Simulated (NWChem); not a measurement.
Lowest excitation of butadiene (C4H6)

SMILES: C=CC=C
```xyz
10

C     -1.7280    -0.6628     0.0000
C     -0.7001     0.1973     0.0000
C      0.7001    -0.1973     0.0000
C      1.7280     0.6628     0.0000
H     -1.5632    -1.7451     0.0000
H     -2.7643    -0.3169     0.0000
H     -0.9023     1.2755     0.0000
H      0.9023    -1.2755     0.0000
H      2.7643     0.3169     0.0000
H      1.5632     1.7451     0.0000
```
Charge 0, spin multiplicity 1.

All runs are NWChem calculations. The geometry was optimised at PBE0/def2-SVP, a minimum by its harmonic frequencies. It is one conformer; others weren't searched.

Basis set: def2-SVP.

The correlated methods keep 4 core orbitals frozen. No row is a measurement; the coupled-cluster row has its own basis-set and correlation limits.

Problem. One of these methods gave a lowest vertical singlet excitation energy of 6.68 eV. Which?
(A) CIS
(B) TD-PBE
(C) EOM-CCSD

Solution. A, CIS. The others give 5.82 (TD-PBE), 6.99 (EOM-CCSD).
